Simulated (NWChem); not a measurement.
Molecule: BeH, doublet; SMILES [BeH]

```xyz
2

Be     0.0000     0.0000     0.2813
H      0.0000     0.0000    -1.0686
```
Atoms are numbered in this order, from 1.

Level: B3LYP/6-31G* (spherical d), spin-unrestricted (NWChem), optimised geometry, unscaled harmonic frequencies. The spin multiplicity was typed, not searched, and may not be the lowest.

```
frequency (cm⁻¹)  IR intensity (km/mol)
----------------  ---------------------
2070                              128.4
```

```yaml
zero_point_energy: 3.0 kcal/mol
thermal correction to the enthalpy at 298.15 K (with zero-point energy): 5.0 kcal/mol
heat capacity Cv: 5.0 cal/(mol K)
dipole_moment: 0.29 D
```

Rigid rotor and harmonic oscillator.
